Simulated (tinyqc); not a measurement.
Worked calculation: Born-Oppenheimer dynamics on the UHF/sto-3g surface (energies and gradients from PySCF), for NH, spin multiplicity 3. Computed by tinyqc, a small Python program that keeps every step (integrals from PySCF). Settings: charge = 0, multiplicity = 3, basis = sto-3g, time step (fs) = 0.2, steps = 16. Command: `OMP_NUM_THREADS=1 python tinyqc.py 24649 24650 out.jsonl` (the two numbers bound the seeds that draw the settings). One thread of a shared host (Intel(R) Xeon(R) Processor @ 2.60GHz), about 1 s of CPU time with the checks.

positions (bohr):
```
          x        y        z
1N  0.00000  0.00000  0.00000
2H  0.00000  0.00000  2.13917
```

The total energy should stay constant up to terms of order dt^2; the step counts as short enough if it moves by less than 2 % of the largest kinetic energy.

Trajectory:
```
time (fs)  1N-2H (angstrom)  potential (hartree)  kinetic (hartree)  total (hartree)
0.00000             1.13200          -54.2618723          0.0000123      -54.2618600
0.20000             1.13140          -54.2619154          0.0000553      -54.2618601
0.40000             1.13000          -54.2620153          0.0001549      -54.2618605
0.60000             1.12782          -54.2621662          0.0003052      -54.2618610
0.80000             1.12487          -54.2623595          0.0004978      -54.2618617
1.00000             1.12122          -54.2625837          0.0007211      -54.2618626
1.20000             1.11691          -54.2628252          0.0009617      -54.2618636
1.40000             1.11200          -54.2630689          0.0012043      -54.2618646
1.60000             1.10658          -54.2632987          0.0014331      -54.2618656
1.80000             1.10073          -54.2634986          0.0016320      -54.2618666
2.00000             1.09455          -54.2636539          0.0017865      -54.2618674
2.20000             1.08814          -54.2637521          0.0018840      -54.2618680
2.40000             1.08161          -54.2637840          0.0019156      -54.2618684
2.60000             1.07509          -54.2637450          0.0018766      -54.2618684
2.80000             1.06870          -54.2636355          0.0017674      -54.2618680
3.00000             1.06257          -54.2634618          0.0015944      -54.2618674
3.20000             1.05681          -54.2632357          0.0013694      -54.2618663
```

Is the time step short enough?

Yes. The total energy moves within 8.4e-06 hartree, under 2 % of the largest kinetic energy.
